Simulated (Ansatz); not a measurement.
Reaction: CHCl3 (chloroform, SMILES ClC(Cl)Cl) → CCl3 (SMILES [C](Cl)(Cl)Cl, doublet) + H (doublet) (the C-H bond breaks)
Each species at its own B3LYP-D3(BJ)/def2-TZVP minimum (Ansatz, an electronic-structure program).

Property: bond dissociation energy (electronic), in kcal/mol. Open shells are spin-unrestricted; no spin-orbit coupling. CBS(X,Y): correlation extrapolated as X^-3, Hartree-Fock from the larger set. A bracket is a step between two methods taken in the basis named. The functionals are non-relativistic, so their misses hold any scalar relativity. '+ core + X2C': CCSD(T) terms for core correlation (cc-pwCVTZ, 1s frozen past Ne) and scalar relativity (cc-pVTZ-DK). For partners of very few electrons the exact lower level stands in for a higher one.

CCSD(T)/CBS(cc-pV(T+d)Z,cc-pV(Q+d)Z) + [CCSDT(Q) - CCSD(T)]/cc-pV(D+d)Z + core + X2C (Ansatz) gives 100.2 kcal/mol.

How far off this value is PBE/def2-TZVPD (Ansatz), in which direction, and which of these levels come nearer: r2SCAN/def2-TZVPD, B3LYP/def2-TZVPD, PBE0/def2-TZVPD, wB97M-V/def2-TZVPD, CCSD(T)/CBS(cc-pV(T+d)Z,cc-pV(Q+d)Z) + core + X2C?

PBE gives 92.9 kcal/mol, 7.3 kcal/mol below it. Differences of the others: r2SCAN/def2-TZVPD (Ansatz) -7.3; B3LYP/def2-TZVPD (Ansatz) -4.5; PBE0/def2-TZVPD (Ansatz) -6.3; wB97M-V/def2-TZVPD (Ansatz) -1.0; CCSD(T)/CBS(cc-pV(T+d)Z,cc-pV(Q+d)Z) + core + X2C (Ansatz) 0.2 kcal/mol. Nearer than PBE: B3LYP/def2-TZVPD, PBE0/def2-TZVPD, wB97M-V/def2-TZVPD, CCSD(T)/CBS(cc-pV(T+d)Z,cc-pV(Q+d)Z) + core + X2C.
